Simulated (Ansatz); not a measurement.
GaSiP: from a trial structure to a relaxed crystal

The calculation used DFT PBE, scalar-relativistic, plane waves, PAW (Ansatz). Cutoff 420 eV, Γ-centred k mesh, Gaussian smearing, no spin polarisation in the final step.

The start puts GaSiP on the matlockite structure type (P4/nmm, No. 129), with Ga in place of Pb, Si in place of Cl, P in place of F, at a guessed volume.

```yaml
crystal:
  lattice:
    - [3.72944, 0.00000, 0.00000]
    - [0.00000, 3.72944, 0.00000]
    - [0.00000, 0.00000, 6.56336]
  atoms:
    - { symbol: Ga, position: [0.50000, 0.00000, 0.20550] }
    - { symbol: Ga, position: [0.00000, 0.50000, 0.79450] }
    - { symbol: Si, position: [0.50000, 0.00000, 0.64850] }
    - { symbol: Si, position: [0.00000, 0.50000, 0.35150] }
    - { symbol: P, position: [0.00000, 0.00000, 0.00000] }
    - { symbol: P, position: [0.50000, 0.50000, 0.00000] }
```

Cell and atoms relax at zero pressure; the relaxation can't lower the symmetry of the start. After a coarse first stage the cell is made exact in the group found at 0.06 Å.

Energies over the elements count from the elements' standard structures at the same level, with no empirical corrections.

(1) What does it relax into?

(2) What are its volume, energy, density and gap?

Results:

(1) It keeps P4/nmm (No. 129), but not the shape of the type it started on. Conventional cell: a = 3.836 Å, c = 8.287 Å. Around Ga lie 1 Si at 2.42 Å and 4 P at 2.52 Å; Si is coordinated by 1 Ga at 2.42 Å and 4 Si at 2.72 Å; P is coordinated by 4 Ga at 2.52 Å and 4 P at 2.71 Å.

Space group P4/nmm:1 (No. 129). a = 3.836 Å, b = 3.836 Å, c = 8.287 Å, α = 90.00°, β = 90.00°, γ = 90.00°
```json
{"atom": "Ga", "site": "2c", "symmetry": "4mm", "x": "0.5000", "y": "0.0000", "z": "0.1981"}
{"atom": "Si", "site": "2c", "symmetry": "4mm", "x": "0.5000", "y": "0.0000", "z": "0.4895"}
{"atom": "P", "site": "2a", "symmetry": "-4m2", "x": "0.0000", "y": "0.0000", "z": "0.0000"}
```

(2) The volume per atom is 20.32 Å³, the density is 3.51 g/cm³ and the energy over the elements is 0.31 eV/atom. The gap on the 10×10×6 mesh is 0 eV (a metal).

The final run used a 10×10×6 mesh on its 6-atom cell and 0.10 eV smearing. For metals, differences of a few meV/atom aren't resolved. Symmetry constrained the relaxation, so the result can be a saddle point.

Cost: 3 runs of about 2.7 core-minutes in all, on Arm Neoverse V2 (shared hosts).